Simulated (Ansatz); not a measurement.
# H₂S (singlet): from Hartree-Fock to the top rungs at angle H2–S1–H3 = 91.5°, cc-pVDZ

The task here is to estimate one member of a computed series from the others.

Method: cc-pVDZ, core rule «outside noble gas», up to 5 orbitals frozen; program: Ansatz 0.2.0, Gaussian basis.

The runs, in order: UHF; CCSD(T) on RHF; BCCD(T) on RHF; CISD; CCSDT(Q) on RHF; CCSDTQ on RHF; CASSCF and MRCISD+Q, 2 electrons in 2 orbitals; CASSCF and NEVPT2, 2 electrons in 2 orbitals; CASSCF and MRCISD+Q, 8 electrons in 6 orbitals; CASSCF and NEVPT2, 8 electrons in 6 orbitals; Full CI.

14 further runs of the same task are left out: 11 that didn't finish, 3 set aside as unsound or not needed. Runs told in other sessions of the task aren't counted.

## What is computed

The geometry derives from a PBE0/def2-TZVP stationary point (not a proven minimum). One angle is set to the value named; bond lengths are kept.

3 atoms, charge 0, spin multiplicity 1.

Atoms are counted from 1 here; the program's logs count them from 0.

Bond lengths: S1–H2 1.341 Å, S1–H3 1.341 Å. Angles: H2–S1–H3 91.5°.

The first run:

Contents of in.yaml:

```yaml
crystal:
  periodic: [false, false, false]
  atoms:
    - {symbol: S, position_ang: [0.000000, -0.055357, 0.000000]}
    - {symbol: H, position_ang: [0.000000, 0.880517, -0.960699]}
    - {symbol: H, position_ang: [0.000000, 0.880514, 0.960701]}
basis:
  gaussian: {orbitals: cc-pVDZ}
magnetization: {spin_polarized: true, initial_magnetization: 0}
hamiltonian: {xc: hf}
output: {orbitals: {seedname: orbitals}}
```

Run with:

```
$ ansatz run in.yaml --threads 1 --pin off --events-out ev --progress --plain --max-ram 2393MiB
```

Steps of the session up to this table: UHF; CCSD(T) on RHF; BCCD(T) on RHF; CISD; CCSDT(Q) on RHF; CCSDTQ on RHF; CASSCF and MRCISD+Q, 2 electrons in 2 orbitals; CASSCF and NEVPT2, 2 electrons in 2 orbitals; CASSCF and MRCISD+Q, 8 electrons in 6 orbitals; CASSCF and NEVPT2, 8 electrons in 6 orbitals; Full CI.

One of the session's tables, all rows but one given; the rest of the session is left out.

| method | from FCI (kcal/mol) |
| --- | --- |
| RHF | +107.43 |
| RMP2 | +16.65 |
| CISD | +7.29 |
| RCCSD | ? |
| RCCSD(T) | +0.43 |
| BCCD(T) | +0.43 |
| RCCSDT | +0.17 |
| RCCSDT(Q) | +0.02 |
| RCCSDTQ | +0.01 |
| CASSCF pair | +97.69 |
| NEVPT2 pair | +16.79 |
| MRCISD pair | +5.92 |
| MRCISD+Q pair | -0.27 |
| CASSCF valence | +85.42 |
| NEVPT2 valence | +18.72 |
| MRCISD valence | +4.40 |
| MRCISD+Q valence | -0.17 |
| FCI | 0 |

**Question.** Estimate the row for RCCSD.

**Answer.** from FCI (kcal/mol): +2.52. In the column «from FCI (kcal/mol)» it lies between BCCD(T) (+0.43) and MRCISD valence (+4.40).

To keep in mind: MRCISD+Q pair, MRCISD+Q valence fall below full CI: the +Q correction isn't variational, and the cores differ from full CI's.
